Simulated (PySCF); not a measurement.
Identify the unknown among the candidates.

- Dipole: 2.89 D [CAM-B3LYP/def2-SVPD]
- Polarisability: 40.7 au [CAM-B3LYP/def2-SVPD]
- Rotational structure: rotational constant B (linear): 5.051 GHz [GFN2-xTB]
- Triplet: lowest triplet excitation (Tamm–Dancoff): 4.43 eV [TDA CAM-B3LYP/def2-SVPD]
- UV, first state: lowest singlet excitation: 5.36 eV (231 nm, f = 0.000) [TDDFT CAM-B3LYP/def2-SVPD]

Electronic properties: PySCF, gas phase, density fitting. Levels stand in brackets. Isolated species at its GFN2-xTB geometry, gas phase.

Question: Which candidate is it?
A. `C#CC#N`
B. `CN(C)C=O`
C. `[C-]#[N+]C#C`

Answer: C. It is `[C-]#[N+]C#C`. Numbering: `[C-:1]#[N+:2][C:3]#[CH:4]`. The optimised geometry has point group C∞v and is a linear rotor.

The others, at the same levels:
- `C#CC#N` fails: its computed static isotropic polarisability is 38.5 au (against 40.7 au), smallest rotational constant is 4.614 GHz (against 5.051 GHz) and dipole moment is 3.90 D (against 2.89 D).
- `CN(C)C=O` fails: its computed lowest singlet excitation is 5.82 eV (213 nm, f = 0.001) (against 5.36 eV), lowest triplet excitation (Tamm–Dancoff) is 5.13 eV (against 4.43 eV) and static isotropic polarisability is 50.3 au (against 40.7 au).

Each candidate is one conformer, not necessarily the lowest. Dipoles, sizes and rotational constants follow the conformer. The torsions of the flexible species, by atom-mapped SMILES:
- `[CH3:1][N:2]([CH3:3])[CH:4]=[O:5]`: C1–N2–C4–O5 180°
